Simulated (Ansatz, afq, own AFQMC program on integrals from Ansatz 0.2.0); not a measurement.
**C₂H₄Br₂Si, triplet in def2-SVP, levels against AFQMC with the constraint released**

```yaml
atoms:
  - { symbol: C, position_ang: [0.1515, 0.7413, 1.4336] }
  - { symbol: C, position_ang: [-0.4455, -0.1122, 0.5933] }
  - { symbol: Si, position_ang: [0.1778, -0.3655, -1.1321] }
  - { symbol: Br, position_ang: [0.7511, -2.4937, -1.4308] }
  - { symbol: Br, position_ang: [-1.4092, 0.1563, -2.6006] }
  - { symbol: H, position_ang: [1.0311, 1.3266, 1.1416] }
  - { symbol: H, position_ang: [-0.2112, 0.8960, 2.4558] }
  - { symbol: H, position_ang: [-1.3237, -0.6777, 0.9281] }
  - { symbol: H, position_ang: [1.3666, 0.4827, -1.4059] }
```

Basis def2-SVP. Only valence electrons are correlated. Ansatz 0.2.0 and our own AFQMC program on the same integrals; the CISD trial comes from CCSD amplitudes, and released means the phaseless constraint is let go. ± is one standard error of the sampling. No spin–orbit coupling.

Determinant: UHF, the one that the program's search chose, which needn't be the lowest solution. The geometry is a PBE0/def2-SVP stationary point of this or a neighbouring charge and spin state.

No full CI on the walks' own integrals is used here. The released AFQMC energy serves as the reference, which it does only where one determinant dominates, the energy is flat over the last release times and near the phaseless one (40 meV or 2 meV an electron, half that with transition metals). On small molecules, where full CI could be run and the noise was under 10 meV, such values lay within 10 meV of it in 19 cases of 20, a flattering rate, since the rule was set on those same cases; what remains of the bias isn't in the error bar.

Cautions: no relativity below Rb; no spin-orbit coupling; inner d shell frozen; another spin lies lower (by 4.39 eV); the released value is read at 0.90 1/Eh with a noise of 15 meV, more than in the cases checked (meV from the phaseless value at times in 1/Eh: -10 ± 13 at 0.21, -5 ± 12 at 0.42, -14 ± 9 at 0.63, -6 ± 15 at 0.90).

- T1 diagnostic: 0.0118
- weight of the determinant in the CISD state: 0.780
- ⟨S²⟩ of the determinant: 2.018
- size of the correlated space: 30 electrons in 95 orbitals

Reference: AFQMC with the constraint released, correlation energy -17.108 ± 0.015 eV.

```json
{"level": "HF", "E − E(reference) (kcal/mol)": "394.53 ± 0.34", "share of correlation (%)": "0.00"}
{"level": "MP2", "E − E(reference) (kcal/mol)": "50.06 ± 0.34", "share of correlation (%)": "87.31"}
{"level": "CCSD", "E − E(reference) (kcal/mol)": "12.08 ± 0.34", "share of correlation (%)": "96.94"}
{"level": "CCSD(T)", "E − E(reference) (kcal/mol)": "1.88 ± 0.34", "share of correlation (%)": "99.52"}
{"level": "ph-AFQMC/CISD", "E − E(reference) (kcal/mol)": "0.14 ± 0.39", "share of correlation (%)": "99.96"}
```

Released energies are given only where the last usable release times agree within the noise; a slower fall can still hide under it.
